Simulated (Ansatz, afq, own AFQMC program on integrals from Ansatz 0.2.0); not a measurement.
Where AFQMC and coupled cluster stand for GeH, doublet

```yaml
atoms:
  - { symbol: Ge, position_ang: [0.0000, 0.0000, 0.0000] }
  - { symbol: H, position_ang: [0.0000, 0.0000, 1.6012] }
```

Basis cc-pVTZ. Only valence electrons are correlated. AFQMC by an in-house program on the Cholesky factors that Ansatz 0.2.0 writes for its CCSD(T) run. ph-AFQMC/CISD is guided by a CISD state made of CCSD amplitudes; releasing the constraint for a short imaginary time cuts its bias at the price of noise, slowly where states lie close. Free AFQMC starts from the CCSD state and is never constrained. Its projection time is finite, and what remains of the start isn't in its error. Uncertainties: one standard error, sampling alone. No spin–orbit coupling.

Determinant: UHF, the one that the program's search chose, which needn't be the lowest solution. The geometry is a PBE0/def2-TZVP stationary point of this or a neighbouring charge and spin state.

No full CI on the walks' own integrals is used here; CCSDT(Q) serves as the reference and is uncertain by about the last step of the cluster series.

Cautions: no relativity below Rb; no spin-orbit coupling; inner d shell frozen.

```
T1 diagnostic                               : 0.0151
weight of the determinant in the CISD state : 0.926
⟨S²⟩ of the determinant                     : 0.765
size of the correlated space                : 5 electrons in 43 orbitals
```

Reference: CCSDT(Q), correlation energy -2.710 eV. The released energy is read at 2.40 1/Eh (meV from the phaseless value at times in 1/Eh: 8 ± 3 at 0.24, 2 ± 3 at 0.51, 3 ± 4 at 0.99, -1 ± 3 at 1.62, -4 ± 3 at 2.40).

```json
{"level": "HF", "E − E(reference) (mEh)": "99.59", "share of correlation (%)": "0.00"}
{"level": "MP2", "E − E(reference) (mEh)": "24.14", "share of correlation (%)": "75.76"}
{"level": "CCSD", "E − E(reference) (mEh)": "3.17", "share of correlation (%)": "96.82"}
{"level": "CCSD(T)", "E − E(reference) (mEh)": "0.66", "share of correlation (%)": "99.33"}
{"level": "CCSDT", "E − E(reference) (mEh)": "0.06", "share of correlation (%)": "99.94"}
{"level": "ph-AFQMC/HF", "E − E(reference) (mEh)": "3.11 ± 0.81", "share of correlation (%)": "96.87"}
{"level": "ph-AFQMC/CISD", "E − E(reference) (mEh)": "0.23 ± 0.38", "share of correlation (%)": "99.77"}
{"level": "released AFQMC", "E − E(reference) (mEh)": "0.09 ± 0.12", "share of correlation (%)": "99.91"}
{"level": "free AFQMC", "E − E(reference) (mEh)": "0.03 ± 0.26", "share of correlation (%)": "99.97"}
```

Free projections are given only where their last times agree within the noise and don't stop above the reference; a slow remainder of the start can still hide under it. A walk keeps the symmetry of its determinant, which the program's search chose and which needn't be the lowest solution, so a lower state of the same spin and another symmetry isn't excluded. Released energies are given only where the last usable release times agree within the noise; a slower fall can still hide under it.
